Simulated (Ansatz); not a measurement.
# The fluorine atom (doublet): density functionals in def2-SVP

What do functionals of several rungs give for the fluorine atom (doublet)?

Method: def2-SVP, all electrons in the functionals, frozen cores in the correlation of double hybrids and RPA; program: Ansatz 0.2.0, Gaussian basis.

To be run: SPW92, PBE, BLYP, revPBE, r2SCAN, B97M-V, PBE0, B3LYP, r2SCANh, r2SCAN0, BHLYP, CAM-B3LYP, wB97X-V, wB97M-V, HSE06, B2PLYP, PBE-QIDH, RPA-PBE.

**1. The atom**

A free atom, in its lowest state of this spin that the program finds.

1 atom, charge 0, spin multiplicity 2.

No dispersion term is added; B97M-V, wB97X-V, wB97M-V hold VV10 nonlocal correlation. B3LYP takes the VWN-RPA correlation. HSE06 is the plane-wave form.

**2. SPW92 (unrestricted)**

File in.yaml:

```yaml
crystal:
  periodic: [false, false, false]
  atoms:
    - {symbol: F, position_ang: [0.000000, 0.000000, 0.000000]}
basis:
  gaussian: {orbitals: def2-SVP}
magnetization: {spin_polarized: true, initial_magnetization: 1}
hamiltonian: {xc: {name: SPW92}}
```

The run is started by

```
$ ansatz run in.yaml --threads 1 --pin off --events-out ev --progress --plain --max-ram 2393MiB
```

Output:

```text
Functional definition: SPW92
  name "SPW92"
  cite "Dirac, Proc. Camb. Phil. Soc. 26, 376 (1930) doi:10.1017/S0305004100016108"
  cite "Slater, Phys. Rev. 81, 385 (1951) doi:10.1103/PhysRev.81.385"
  cite "Perdew & Wang, Phys. Rev. B 45, 13244 (1992) doi:10.1103/PhysRevB.45.13244"
  exchange = slater_x
  correlation = pw_c
128 factors; their error is unknown
mean field evaluation 1: about -2693.1495 eV, gradient 5.1e0 eV
mean field evaluation 2: about -2693.0628 eV, gradient 7.6e0 eV
mean field evaluation 4: about -2693.2028 eV, gradient 2.7e0 eV
mean field evaluation 8: about -2693.2054 eV, gradient 2.6e0 eV
mean field evaluation 16: about -2693.2141 eV, gradient 7.2e-2 eV
mean field -2693.21410792 eV, -98.9737929399 hartree, gradient 4.7e-6 eV, S^2 0.750702; 2 other end points of the search recorded, 0 dependent functions left out
reference -2693.21411040 eV, -98.9737930310 hartree; 5, 4 occupied and 9, 10 virtual orbitals, 128 factors
Total energy: -2693.21411040 eV, -98.9737930310 hartree
```

Run time: 1.2 s. Hardware: 1 thread of Arm Neoverse V2, shared host.

From the report: ⟨S²⟩ of the determinant 0.751 (pure doublet: 0.75).

**3. PBE (unrestricted)**

Changes to in.yaml since step 2:

```diff
@@ -7,2 +7,3 @@
 magnetization: {spin_polarized: true, initial_magnetization: 1}
-hamiltonian: {xc: {name: SPW92}}
+hamiltonian: {xc: {name: PBE}}
+output: {orbitals: {seedname: orbitals}}
```

Same command.

Output:

```text
Functional definition: PBE
  name "PBE"
  cite "Perdew, Burke & Ernzerhof, Phys. Rev. Lett. 77, 3865 (1996) doi:10.1103/PhysRevLett.77.3865"
  parent pbe
  parameter kappa = 0.804
  parameter beta = 0.06672455060314922
  exchange = pbe_x(kappa = kappa, mu = beta*pi^2/3)
  correlation = pbe_c(beta = beta)
128 factors; their error is unknown
mean field evaluation 1: about -2708.5246 eV, gradient 5.9e0 eV
mean field evaluation 2: about -2708.5635 eV, gradient 4.6e0 eV
mean field evaluation 4: about -2708.6238 eV, gradient 6.1e-3 eV
mean field evaluation 8: about -2708.6148 eV, gradient 1.5e-5 eV
mean field evaluation 16: about -2708.4672 eV, gradient 7.1e0 eV
mean field evaluation 32: about -2708.6148 eV, gradient 4.3e-5 eV
mean field -2708.61478456 eV, -99.5397573677 hartree, gradient 4.3e-5 eV, S^2 0.750814; 4 other end points of the search recorded, 0 dependent functions left out
reference -2708.61478727 eV, -99.5397574673 hartree; 5, 4 occupied and 9, 10 virtual orbitals, 128 factors
Total energy: -2708.61478727 eV, -99.5397574673 hartree
```

Wall time 0.82 s (1 thread of Arm Neoverse V2, shared host).

From the report: ⟨S²⟩ of the determinant 0.751 (pure doublet: 0.75).

**4. BLYP (unrestricted)**

Changes to in.yaml since step 3:

```diff
@@ -7,3 +7,2 @@
 magnetization: {spin_polarized: true, initial_magnetization: 1}
-hamiltonian: {xc: {name: PBE}}
-output: {orbitals: {seedname: orbitals}}
+hamiltonian: {xc: {name: BLYP}}
```

Launched as before.

Output:

```text
Functional definition: BLYP
  name "BLYP"
  cite "Becke, Phys. Rev. A 38, 3098 (1988) doi:10.1103/PhysRevA.38.3098"
  cite "Lee, Yang & Parr, Phys. Rev. B 37, 785 (1988) doi:10.1103/PhysRevB.37.785"
  parameter beta = 0.0042
  parameter a = 0.04918
  parameter b = 0.132
  parameter c = 0.2533
  parameter d = 0.349
  exchange = b88_x(beta = beta)
  correlation = lyp_c(a = a, b = b, c = c, d = d)
128 factors; their error is unknown
mean field evaluation 1: about -2710.9271 eV, gradient 6.2e0 eV
mean field evaluation 2: about -2710.9535 eV, gradient 5.3e0 eV
mean field evaluation 4: about -2711.0359 eV, gradient 5.3e-3 eV
mean field evaluation 8: about -2711.0271 eV, gradient 5.2e-5 eV
mean field evaluation 16: about -2710.9133 eV, gradient 6.2e0 eV
mean field -2711.02713788 eV, -99.6284097168 hartree, gradient 5.2e-5 eV, S^2 0.750788; 2 other end points of the search recorded, 0 dependent functions left out
reference -2711.02718709 eV, -99.6284115253 hartree; 5, 4 occupied and 9, 10 virtual orbitals, 128 factors
Total energy: -2711.02718709 eV, -99.6284115253 hartree
```

Run time: 0.21 s. Hardware: 1 thread of Arm Neoverse V2, shared host.

From the report: ⟨S²⟩ of the determinant 0.751 (pure doublet: 0.75).

**5. revPBE (unrestricted)**

Changes to in.yaml since step 4:

```diff
@@ -7,2 +7,2 @@
 magnetization: {spin_polarized: true, initial_magnetization: 1}
-hamiltonian: {xc: {name: BLYP}}
+hamiltonian: {xc: {name: revPBE}}
```

The command is unchanged.

Output:

```text
Functional definition: revPBE
  name "revPBE"
  cite "Zhang & Yang, Phys. Rev. Lett. 80, 890 (1998) doi:10.1103/PhysRevLett.80.890"
  cite "Perdew, Burke & Ernzerhof, Phys. Rev. Lett. 77, 3865 (1996) doi:10.1103/PhysRevLett.77.3865"
  parameter kappa = 1.245
  parameter beta = 0.06672455060314922
  exchange = pbe_x(kappa = kappa, mu = beta*pi^2/3)
  correlation = pbe_c(beta = beta)
128 factors; their error is unknown
mean field evaluation 1: about -2710.3202 eV, gradient 5.9e0 eV
mean field evaluation 2: about -2710.3622 eV, gradient 4.4e0 eV
mean field evaluation 4: about -2710.4193 eV, gradient 6.4e-3 eV
mean field evaluation 8: about -2710.4101 eV, gradient 7.3e-6 eV
mean field evaluation 16: about -2710.4102 eV, gradient 1.0e-1 eV
mean field -2710.41012727 eV, -99.6057349952 hartree, gradient 7.3e-6 eV, S^2 0.750869; 1 other end points of the search recorded, 0 dependent functions left out
reference -2710.41013064 eV, -99.6057351192 hartree; 5, 4 occupied and 9, 10 virtual orbitals, 128 factors
Total energy: -2710.41013064 eV, -99.6057351192 hartree
```

Run time: 0.15 s. Hardware: 1 thread of Arm Neoverse V2, shared host.

From the report: ⟨S²⟩ of the determinant 0.751 (pure doublet: 0.75).

**6. r2SCAN (unrestricted)**

Changes to in.yaml since step 5:

```diff
@@ -7,2 +7,2 @@
 magnetization: {spin_polarized: true, initial_magnetization: 1}
-hamiltonian: {xc: {name: revPBE}}
+hamiltonian: {xc: {name: r2SCAN}}
```

Launched as before.

Output:

```text
Functional definition: r2SCAN
  name "r2SCAN"
  cite "Furness, Kaplan, Ning, Perdew & Sun, J. Phys. Chem. Lett. 11, 8208 (2020) doi:10.1021/acs.jpclett.0c02405"
  cite "Furness, Kaplan, Ning, Perdew & Sun, J. Phys. Chem. Lett. 11, 9248 (2020) doi:10.1021/acs.jpclett.0c03077"
  parent r2scan
  parameter k0 = 0.174
  parameter k1 = 0.065
  parameter a1 = 4.9479
  exchange = r2scan_x(k0 = k0, k1 = k1, a1 = a1)
  correlation = r2scan_c
128 factors; their error is unknown
mean field evaluation 1: about -2710.1324 eV, gradient 5.9e0 eV
mean field evaluation 2: about -2710.1991 eV, gradient 3.2e0 eV
mean field evaluation 4: about -2710.2284 eV, gradient 9.1e-3 eV
mean field evaluation 8: about -2710.2207 eV, gradient 2.5e-4 eV
mean field -2710.22070957 eV, -99.5987740231 hartree, gradient 6.0e-6 eV, S^2 0.751473; 0 other end points of the search recorded, 0 dependent functions left out
reference -2710.22071044 eV, -99.5987740550 hartree; 5, 4 occupied and 9, 10 virtual orbitals, 128 factors
Total energy: -2710.22071044 eV, -99.5987740550 hartree
```

Run time: 0.42 s. Hardware: 1 thread of Arm Neoverse V2, shared host.

From the report: ⟨S²⟩ of the determinant 0.751 (pure doublet: 0.75).

**7. B97M-V (unrestricted)**

Changes to in.yaml since step 6:

```diff
@@ -7,2 +7,2 @@
 magnetization: {spin_polarized: true, initial_magnetization: 1}
-hamiltonian: {xc: {name: r2SCAN}}
+hamiltonian: {xc: {name: B97M-V}}
```

Launched as before.

Output:

```text
Functional definition: B97M-V
  name "B97M-V"
  cite "Mardirossian & Head-Gordon, J. Chem. Phys. 142, 074111 (2015) doi:10.1063/1.4907719"
  cite "Becke, J. Chem. Phys. 107, 8554 (1997) doi:10.1063/1.475007"
  cite "Vydrov & Van Voorhis, J. Chem. Phys. 133, 244103 (2010) doi:10.1063/1.3521275"
  # Of w^i u^j: cxij and so on, Table III.
  parameter cx00 = 1.000
  parameter cx01 = 1.308
  parameter cx02 = 1.901
  parameter cx10 = 0.416
  parameter cx11 = 3.070
  parameter css00 = 1.000
  parameter css02 = -1.855
  parameter css10 = -5.668
  parameter css32 = -20.497
  parameter css42 = -20.364
  parameter cos00 = 1.000
  parameter cos01 = 1.573
  parameter cos03 = -6.298
  parameter cos10 = 2.535
  parameter cos32 = -6.427
  parameter b = 6.0
  parameter c = 0.01
  gx(w, u) = cx00 + cx01*u + cx02*u^2 + (cx10 + cx11*u)*w
  gss(w, u) = css00 + css02*u^2 + css10*w + (css32*w^3 + css42*w^4)*u^2
  gos(w, u) = cos00 + cos01*u + cos03*u^3 + cos10*w + cos32*w^3*u^2
  exchange = spin_sum(e_x_unif_s*gx(b97_w, b97_u_x))
  correlation = spin_sum(e_c_pw_mod_same_spin*gss(b97_w, b97_u_same))
      + integral(e_c_pw_mod_opposite_spin*gos(b97_w_opposite, b97_u_opposite)) + vv10(b, c)
128 factors; their error is unknown
mean field evaluation 1: about -2710.2186 eV, gradient 5.7e0 eV
mean field evaluation 2: about -2710.2829 eV, gradient 2.7e0 eV
mean field evaluation 4: about -2710.3037 eV, gradient 5.6e-3 eV
mean field evaluation 8: about -2710.2937 eV, gradient 7.5e-6 eV
mean field -2710.29369990 eV, -99.6014563684 hartree, gradient 7.4e-6 eV, S^2 0.751762; 0 other end points of the search recorded, 0 dependent functions left out
reference -2710.29370634 eV, -99.6014566048 hartree; 5, 4 occupied and 9, 10 virtual orbitals, 128 factors
Total energy: -2710.29370634 eV, -99.6014566048 hartree
```

Wall time 0.39 s (1 thread of Arm Neoverse V2, shared host).

From the report: ⟨S²⟩ of the determinant 0.752 (pure doublet: 0.75).

**8. PBE0 (unrestricted)**

Changes to in.yaml since step 7:

```diff
@@ -7,2 +7,3 @@
 magnetization: {spin_polarized: true, initial_magnetization: 1}
-hamiltonian: {xc: {name: B97M-V}}
+hamiltonian: {xc: {name: PBE0}}
+output: {orbitals: {seedname: orbitals}}
```

Same command.

Output:

```text
Functional definition: PBE0
  name "PBE0"
  cite "Adamo & Barone, J. Chem. Phys. 110, 6158 (1999) doi:10.1063/1.478522"
  cite "Perdew, Burke & Ernzerhof, Phys. Rev. Lett. 77, 3865 (1996) doi:10.1103/PhysRevLett.77.3865"
  parent pbe
  parameter a = 0.25
  parameter kappa = 0.804
  parameter beta = 0.06672455060314922
  exchange = (1 - a)*pbe_x(kappa = kappa, mu = beta*pi^2/3) + a*exact_x
  correlation = pbe_c(beta = beta)
71 factors; integrals over basis functions are off by at most 8.0e-5 eV
mean field evaluation 1: about -2708.8031 eV, gradient 4.8e0 eV
mean field evaluation 2: about -2708.8592 eV, gradient 1.7e0 eV
mean field evaluation 4: about -2708.8677 eV, gradient 2.0e-2 eV
mean field evaluation 8: about -2708.8679 eV, gradient 1.6e-4 eV
mean field -2708.86786832 eV, -99.5490580241 hartree, gradient 3.3e-6 eV, S^2 0.751072; 0 other end points of the search recorded, 0 dependent functions left out
reference -2708.86787035 eV, -99.5490580989 hartree; 5, 4 occupied and 9, 10 virtual orbitals, 71 factors
Total energy: -2708.86787035 eV, -99.5490580989 hartree
```

Wall time 0.12 s (1 thread of Arm Neoverse V2, shared host).

From the report: ⟨S²⟩ of the determinant 0.751 (pure doublet: 0.75).

**9. B3LYP (unrestricted)**

Changes to in.yaml since step 8:

```diff
@@ -7,3 +7,2 @@
 magnetization: {spin_polarized: true, initial_magnetization: 1}
-hamiltonian: {xc: {name: PBE0}}
-output: {orbitals: {seedname: orbitals}}
+hamiltonian: {xc: {name: B3LYP}}
```

The command is unchanged.

Output:

```text
Functional definition: B3LYP
  name "B3LYP"
  cite "Stephens, Devlin, Chabalowski & Frisch, J. Phys. Chem. 98, 11623 (1994) doi:10.1021/j100096a001"
  cite "Becke, Phys. Rev. A 38, 3098 (1988) doi:10.1103/PhysRevA.38.3098"
  cite "Lee, Yang & Parr, Phys. Rev. B 37, 785 (1988) doi:10.1103/PhysRevB.37.785"
  cite "Vosko, Wilk & Nusair, Can. J. Phys. 58, 1200 (1980) doi:10.1139/p80-159"
  parameter a0 = 0.2
  parameter ax = 0.72
  parameter ac = 0.81
  exchange = (1 - a0 - ax)*slater_x + ax*b88_x + a0*exact_x
  correlation = (1 - ac)*vwn_rpa_c + ac*lyp_c
71 factors; integrals over basis functions are off by at most 8.0e-5 eV
mean field evaluation 1: about -2711.2869 eV, gradient 5.0e0 eV
mean field evaluation 2: about -2711.3355 eV, gradient 2.6e0 eV
mean field evaluation 4: about -2711.3551 eV, gradient 1.6e-2 eV
mean field evaluation 8: about -2711.3554 eV, gradient 1.1e-4 eV
mean field -2711.35540098 eV, -99.6404731634 hartree, gradient 2.6e-6 eV, S^2 0.750967; 0 other end points of the search recorded, 0 dependent functions left out
reference -2711.35543703 eV, -99.6404744881 hartree; 5, 4 occupied and 9, 10 virtual orbitals, 71 factors
Total energy: -2711.35543703 eV, -99.6404744881 hartree
```

Wall time 0.15 s (1 thread of Arm Neoverse V2, shared host).

From the report: ⟨S²⟩ of the determinant 0.751 (pure doublet: 0.75).

**10. r2SCANh (unrestricted)**

Changes to in.yaml since step 9:

```diff
@@ -7,2 +7,2 @@
 magnetization: {spin_polarized: true, initial_magnetization: 1}
-hamiltonian: {xc: {name: B3LYP}}
+hamiltonian: {xc: {name: r2SCANh}}
```

The command is unchanged.

Output:

```text
Functional definition: r2SCANh
  name "r2SCANh"
  cite "Bursch, Neugebauer, Ehlert & Grimme, J. Chem. Phys. 156, 134105 (2022) doi:10.1063/5.0086040"
  cite "Furness, Kaplan, Ning, Perdew & Sun, J. Phys. Chem. Lett. 11, 8208 (2020) doi:10.1021/acs.jpclett.0c02405"
  cite "Furness, Kaplan, Ning, Perdew & Sun, J. Phys. Chem. Lett. 11, 9248 (2020) doi:10.1021/acs.jpclett.0c03077"
  parent r2scan
  parameter a = 0.1
  parameter k0 = 0.174
  parameter k1 = 0.065
  parameter a1 = 4.9479
  exchange = (1 - a)*r2scan_x(k0 = k0, k1 = k1, a1 = a1) + a*exact_x
  correlation = r2scan_c
71 factors; integrals over basis functions are off by at most 8.0e-5 eV
mean field evaluation 1: about -2710.0743 eV, gradient 5.6e0 eV
mean field evaluation 2: about -2710.1434 eV, gradient 2.2e0 eV
mean field evaluation 4: about -2710.1584 eV, gradient 1.6e-2 eV
mean field evaluation 8: about -2710.1597 eV, gradient 4.3e-4 eV
mean field -2710.15974435 eV, -99.5965335925 hartree, gradient 5.1e-6 eV, S^2 0.751522; 0 other end points of the search recorded, 0 dependent functions left out
reference -2710.15974514 eV, -99.5965336217 hartree; 5, 4 occupied and 9, 10 virtual orbitals, 71 factors
Total energy: -2710.15974514 eV, -99.5965336217 hartree
```

Run time: 0.42 s. Hardware: 1 thread of Arm Neoverse V2, shared host.

From the report: ⟨S²⟩ of the determinant 0.752 (pure doublet: 0.75).

**11. r2SCAN0 (unrestricted)**

Changes to in.yaml since step 10:

```diff
@@ -7,2 +7,2 @@
 magnetization: {spin_polarized: true, initial_magnetization: 1}
-hamiltonian: {xc: {name: r2SCANh}}
+hamiltonian: {xc: {name: r2SCAN0}}
```

Same command.

Output:

```text
Functional definition: r2SCAN0
  name "r2SCAN0"
  cite "Bursch, Neugebauer, Ehlert & Grimme, J. Chem. Phys. 156, 134105 (2022) doi:10.1063/5.0086040"
  cite "Furness, Kaplan, Ning, Perdew & Sun, J. Phys. Chem. Lett. 11, 8208 (2020) doi:10.1021/acs.jpclett.0c02405"
  cite "Furness, Kaplan, Ning, Perdew & Sun, J. Phys. Chem. Lett. 11, 9248 (2020) doi:10.1021/acs.jpclett.0c03077"
  parent r2scan
  parameter a = 0.25
  parameter k0 = 0.174
  parameter k1 = 0.065
  parameter a1 = 4.9479
  exchange = (1 - a)*r2scan_x(k0 = k0, k1 = k1, a1 = a1) + a*exact_x
  correlation = r2scan_c
71 factors; integrals over basis functions are off by at most 8.0e-5 eV
mean field evaluation 1: about -2709.9923 eV, gradient 5.3e0 eV
mean field evaluation 2: about -2710.0627 eV, gradient 1.3e0 eV
mean field evaluation 4: about -2710.0677 eV, gradient 3.2e-2 eV
mean field evaluation 8: about -2710.0688 eV, gradient 3.8e-4 eV
mean field -2710.06882142 eV, -99.5931922365 hartree, gradient 6.5e-6 eV, S^2 0.751596; 0 other end points of the search recorded, 0 dependent functions left out
reference -2710.06882210 eV, -99.5931922617 hartree; 5, 4 occupied and 9, 10 virtual orbitals, 71 factors
Total energy: -2710.06882210 eV, -99.5931922617 hartree
```

It took 0.39 s on 1 thread of Arm Neoverse V2, shared host.

From the report: ⟨S²⟩ of the determinant 0.752 (pure doublet: 0.75).

**12. BHLYP (unrestricted)**

Changes to in.yaml since step 11:

```diff
@@ -7,2 +7,2 @@
 magnetization: {spin_polarized: true, initial_magnetization: 1}
-hamiltonian: {xc: {name: r2SCAN0}}
+hamiltonian: {xc: {name: BHLYP}}
```

The command is unchanged.

Output:

```text
Functional definition: BHLYP
  name "BHLYP"
  cite "Becke, J. Chem. Phys. 98, 1372 (1993) doi:10.1063/1.464304"
  cite "Becke, Phys. Rev. A 38, 3098 (1988) doi:10.1103/PhysRevA.38.3098"
  cite "Lee, Yang & Parr, Phys. Rev. B 37, 785 (1988) doi:10.1103/PhysRevB.37.785"
  parameter a = 0.5
  exchange = (1 - a)*b88_x + a*exact_x
  correlation = lyp_c
71 factors; integrals over basis functions are off by at most 8.0e-5 eV
mean field evaluation 1: about -2710.6440 eV, gradient 4.7e0 eV
mean field evaluation 2: about -2710.7030 eV, gradient 7.3e-1 eV
mean field evaluation 4: about -2710.7054 eV, gradient 2.3e-1 eV
mean field evaluation 8: about -2710.7056 eV, gradient 8.1e-4 eV
mean field -2710.70563527 eV, -99.6165947140 hartree, gradient 1.3e-6 eV, S^2 0.751326; 0 other end points of the search recorded, 0 dependent functions left out
reference -2710.70566003 eV, -99.6165956238 hartree; 5, 4 occupied and 9, 10 virtual orbitals, 71 factors
Total energy: -2710.70566003 eV, -99.6165956238 hartree
```

It took 0.12 s on 1 thread of Arm Neoverse V2, shared host.

From the report: ⟨S²⟩ of the determinant 0.751 (pure doublet: 0.75).

**13. CAM-B3LYP (unrestricted)**

Changes to in.yaml since step 12:

```diff
@@ -7,2 +7,2 @@
 magnetization: {spin_polarized: true, initial_magnetization: 1}
-hamiltonian: {xc: {name: BHLYP}}
+hamiltonian: {xc: {name: CAM-B3LYP}}
```

The command is unchanged.

Output:

```text
Functional definition: CAM-B3LYP
  name "CAM-B3LYP"
  cite "Yanai, Tew & Handy, Chem. Phys. Lett. 393, 51 (2004) doi:10.1016/j.cplett.2004.06.011"
  cite "Iikura, Tsuneda, Yanai & Hirao, J. Chem. Phys. 115, 3540 (2001) doi:10.1063/1.1383587"
  cite "Becke, Phys. Rev. A 38, 3098 (1988) doi:10.1103/PhysRevA.38.3098"
  cite "Lee, Yang & Parr, Phys. Rev. B 37, 785 (1988) doi:10.1103/PhysRevB.37.785"
  cite "Vosko, Wilk & Nusair, Can. J. Phys. 58, 1200 (1980) doi:10.1139/p80-159"
  parameter alpha = 0.19
  parameter beta = 0.46
  parameter omega = 0.33/bohr
  parameter ac = 0.81
  # Exact exchange under (alpha + beta erf(omega r))/r, Becke's under what is left of 1/r.
  exchange = (1 - alpha - beta)*b88_x + beta*b88_x_sr(omega) + alpha*exact_x + beta*exact_x_lr(omega)
  correlation = (1 - ac)*vwn5_c + ac*lyp_c
71 factors; integrals over basis functions are off by at most 8.0e-5 eV
27 factors; integrals over basis functions are off by at most 1.3e-5 eV
mean field evaluation 1: about -2710.6481 eV, gradient 4.5e0 eV
mean field evaluation 2: about -2710.6972 eV, gradient 1.5e0 eV
mean field evaluation 4: about -2710.7044 eV, gradient 2.2e-2 eV
mean field evaluation 8: about -2710.7046 eV, gradient 3.2e-4 eV
mean field -2710.70460360 eV, -99.6165568009 hartree, gradient 6.6e-6 eV, S^2 0.750951; 0 other end points of the search recorded, 0 dependent functions left out
reference -2710.70462113 eV, -99.6165574450 hartree; 5, 4 occupied and 9, 10 virtual orbitals, 71 factors
Total energy: -2710.70462113 eV, -99.6165574450 hartree
```

It took 0.18 s on 1 thread of Arm Neoverse V2, shared host.

From the report: ⟨S²⟩ of the determinant 0.751 (pure doublet: 0.75).

**14. wB97X-V (unrestricted)**

Changes to in.yaml since step 13:

```diff
@@ -7,2 +7,2 @@
 magnetization: {spin_polarized: true, initial_magnetization: 1}
-hamiltonian: {xc: {name: CAM-B3LYP}}
+hamiltonian: {xc: {name: wB97X-V}}
```

Same command.

Output:

```text
Functional definition: wB97X-V
  name "wB97X-V"
  cite "Mardirossian & Head-Gordon, Phys. Chem. Chem. Phys. 16, 9904 (2014) doi:10.1039/C3CP54374A"
  cite "Becke, J. Chem. Phys. 107, 8554 (1997) doi:10.1063/1.475007"
  cite "Vydrov & Van Voorhis, J. Chem. Phys. 133, 244103 (2010) doi:10.1063/1.3521275"
  parameter omega = 0.3/bohr
  parameter cx = 0.167
  parameter cx1 = 0.603
  parameter cx2 = 1.194
  parameter css0 = 0.556
  parameter css1 = -0.257
  parameter cos0 = 1.219
  parameter cos1 = -1.850
  parameter b = 6.0
  parameter c = 0.01
  exchange = spin_sum(e_x_unif_sr(omega)*poly(b97_u_x, 1 - cx, cx1, cx2)) + cx*exact_x_sr(omega) + exact_x_lr(omega)
  correlation = spin_sum(e_c_pw_same_spin*poly(b97_u_same, css0, css1))
      + integral(e_c_pw_opposite_spin*poly(b97_u_opposite, cos0, cos1)) + vv10(b, c)
71 factors; integrals over basis functions are off by at most 8.0e-5 eV
15 factors; integrals over basis functions are off by at most 1.2e-4 eV
mean field evaluation 1: about -2710.3802 eV, gradient 4.0e0 eV
mean field evaluation 2: about -2710.4235 eV, gradient 8.9e-1 eV
mean field evaluation 4: about -2710.4248 eV, gradient 4.8e-1 eV
mean field evaluation 8: about -2710.4255 eV, gradient 3.5e-4 eV
mean field -2710.42551884 eV, -99.6063006249 hartree, gradient 1.9e-5 eV, S^2 0.750981; 0 other end points of the search recorded, 0 dependent functions left out
reference -2710.42551867 eV, -99.6063006186 hartree; 5, 4 occupied and 9, 10 virtual orbitals, 71 factors
Total energy: -2710.42551867 eV, -99.6063006186 hartree
```

It took 0.39 s on 1 thread of Arm Neoverse V2, shared host.

From the report: ⟨S²⟩ of the determinant 0.751 (pure doublet: 0.75).

[end of part 1 of 2]
